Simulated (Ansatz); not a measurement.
We consider hcp Ti, described by PBE-D3(BJ) (plane waves, PAW; Ansatz, a first-principles code).

Numerical settings: plane-wave cutoff 520 eV, 24×24×12 k mesh (along the axes of the cell as run), Fermi–Dirac smearing 0.05 eV, no spin polarisation, scalar-relativistic PAW data made under PBE.

Computed at the level's own relaxed cell.

**Question.** Estimate the bulk modulus B0, volume per atom and lattice parameter a that the calculation returns.

**Answer.** 
- bulk modulus B0: 121 GPa
- volume per atom: 16.51 Å³/atom
- lattice parameter a: 2.887 Å

The run finds no gap.

Measured, for comparison: bulk modulus 108 GPa (zero-point energy and finite temperature contributions removed; as tabulated in doi:10.1021/acs.jctc.3c00612); lattice constant a 2.950 Å (293 K, no zero-point or thermal correction; as tabulated in Wikipedia's data pages). Computed (rounded) less measured: bulk modulus +12 %, lattice constant a -2.1 %.

Note: the bulk modulus comes from volumes at which shape and atoms were relaxed.

The result took very roughly 2.5 core-minutes.
